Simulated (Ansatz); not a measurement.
C₂H₅Cl, SMILES `CCCl`. Total charge 0; spin multiplicity 1.

Cartesian coordinates in Å:
```
C -0.160 0.557 0.548
C 0.080 -0.600 -0.387
Cl 0.854 -0.064 -1.906
H -0.633 0.196 1.465
H -0.816 1.299 0.091
H 0.779 1.046 0.814
H -0.850 -1.090 -0.674
H 0.746 -1.344 0.049
```

Problem. List the harmonic frequencies (cm⁻¹, unscaled) at PBE0-D4/def2-TZVP in Ansatz. (An estimate is asked.)

Solution. Computed: 262, 333, 692, 787, 994, 1077, 1098, 1275, 1315, 1406, 1476, 1486, 1493, 3054, 3096, 3130, 3136, 3162.

Problem. Is this a minimum?

Solution. Yes, all 18 modes are real.

Problem. Give the ideal-gas thermochemistry at 298.15 K and 1 bar (rigid rotor, harmonic oscillator; point group Cs, symmetry number 1).

Solution. Zero-point energy 175.1 kJ/mol; H(298) − E = 188.1 kJ/mol; entropy 274.6 J/(mol·K), of which translation 160.8, rotation 98.0, vibration 15.8; G(298) − E = 106.2 kJ/mol.

Problem. And at 400, 500, 600, 800 and 1000 K?

Solution. 
```tsv
T (K)	H − E (kJ/mol)	S (J/mol/K)	G − E (kJ/mol)
400	195.0	294.4	77.2
500	203.1	312.5	46.9
600	212.5	329.5	14.8
800	234.2	360.7	-54.3
1000	259.1	388.4	-129.3
```
